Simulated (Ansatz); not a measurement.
**H$_{2}$Ge–SH, doublet: the ladder up to UCCSDT(Q)**

Geometry: a PBE0/def2-TZVP stationary point for this spin, not checked as a minimum.

```xyz
5

Ge    0.0370    0.0178    0.6732
S    -0.0456   -0.0748   -1.5442
H    -0.8438    1.1907    1.1746
H    -0.5364   -1.3382    1.1431
H     0.1645    1.2411   -1.7113
```

Basis cc-pVDZ; Ansatz 0.2.0. Only valence electrons are correlated (noble-gas cores and the filled d shells of p-block atoms frozen), which leaves 13 electrons in 41 orbitals. R marks a restricted (for open shells ROHF) determinant, U an unrestricted one. Active spaces: pair = (3e, 3o) about the gap. No spin–orbit coupling is included, and no scalar relativity.

Full CI isn't at hand for all of this; UCCSDT(Q) serves as the reference, and is uncertain by about the last step of the cluster series. The frozen core follows each run's orbitals, which can shift R against U totals by a few meV for light atoms and by up to 0.1 eV past Ca.

```
UHF ⟨S²⟩                          : 0.756
T1 diagnostic (RCCSD)             : 0.0196
largest doubles amplitude (RCCSD) : 0.033
T1 diagnostic (UCCSD)             : 0.0156
```

```tsv
level	E − E(RHF) (eV)
UHF	-0.0506
UMP2	-5.9556
UCCSD	-6.9312
UCCSD(T)	-7.1140
```

**Question.** Estimate how far UCCSDT(Q) in cc-pVDZ lies from UCCSD(T). The table doesn't fix it; the size of (T) and the diagnostics are the guide.

**Answer.** UCCSDT(Q) in cc-pVDZ lies 3.9 kJ/mol below UCCSD(T), which is 22 % of the (T) step (-17.6 kJ/mol). The diagnostics are small and one determinant leads, so the series closes fast and only a small part of (T) is left.

The other levels:

```
 level  E − E(UCCSDT(Q)) (kJ/mol)  share of correlation (%)  wall time
UCCSDT                        1.3                     99.82          –
```

The correlation energy at UCCSDT(Q), counted from RHF, is -7.154 eV. That run took 88 s on 1 thread of Arm Neoverse V1, shared host.

Run but not shown, since their state or frozen core can't be matched to the reference's or they repeat it: RHF, RMP2, CISD, RCCSD, RCCSD(T), BCCD(T), RCCSDT, RCCSDT(Q), CASSCF (pair space), MRCISD (pair space), MRCISD+Q (pair space).

Times hold each run's SCF and search for its determinant on a shared host, so for small cases they say little of a method's own cost; they ran on 1 thread of Arm Neoverse V1.
